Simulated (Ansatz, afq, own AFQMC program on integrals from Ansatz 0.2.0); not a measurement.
# Where AFQMC and coupled cluster stand for HSCl, triplet

```csv
atom,x (Å),y (Å),z (Å)
Cl,0.0000,0.0000,-1.4219
H,0.0000,0.0000,-0.1431
S,0.0000,0.0000,1.5651
```

Connectivity, by distances: Cl ··· S, 1 bridging H.

Basis cc-pVTZ. Noble-gas cores (and the filled d shells of Ga–Kr and In–Xe) are frozen. Ansatz 0.2.0 and our own AFQMC program on the same integrals; the CISD trial comes from CCSD amplitudes, and released means the phaseless constraint is let go. Uncertainties: one standard error, sampling alone.

Determinant: UHF, the one that the program's search chose, which needn't be the lowest solution. The geometry is a point of a scan.

No full CI on the walks' own integrals is used here; CCSDT(Q) serves as the reference and is uncertain by about the last step of the cluster series.

Cautions: lower spins were not checked; the search met a lower determinant of the same kind, perhaps of another symmetry (30 meV lower).

The T1 diagnostic is 0.0109. The weight of the determinant in the CISD state is 0.858 and the ⟨S²⟩ of the determinant is 2.019. The size of the correlated space is 14 electrons in 72 orbitals.

```json
{"level": "MP2", "correlation energy (eV)": "-9.0610"}
{"level": "CCSD", "correlation energy (eV)": "-10.1625"}
{"level": "CCSD(T)", "correlation energy (eV)": "-10.5505"}
```

Task: Estimate where phaseless AFQMC with a CISD trial lies against CCSD(T) on the same integrals.

Result: 1.10 ± 0.20 mEh below CCSD(T).

Reference: CCSDT(Q), correlation energy -10.602 eV. The released energy is read at 1.62 1/Eh, later times being too noisy (meV from the phaseless value at times in 1/Eh: -13 ± 4 at 0.24, -14 ± 4 at 0.51, -24 ± 6 at 0.99, -20 ± 8 at 1.62, -20 ± 13 at 2.40).

```json
{"level": "CCSD(T)", "E − E(reference) (mEh)": "1.88", "share of correlation (%)": "99.52"}
{"level": "CCSDT", "E − E(reference) (mEh)": "0.59", "share of correlation (%)": "99.85"}
{"level": "ph-AFQMC/CISD", "E − E(reference) (mEh)": "0.78 ± 0.20", "share of correlation (%)": "99.80"}
{"level": "released AFQMC", "E − E(reference) (mEh)": "0.04 ± 0.31", "share of correlation (%)": "99.99"}
```

A walk keeps the symmetry of its determinant, which the program's search chose and which needn't be the lowest solution, so a lower state of the same spin and another symmetry isn't excluded. Released energies are given only where the last usable release times agree within the noise; a slower fall can still hide under it.
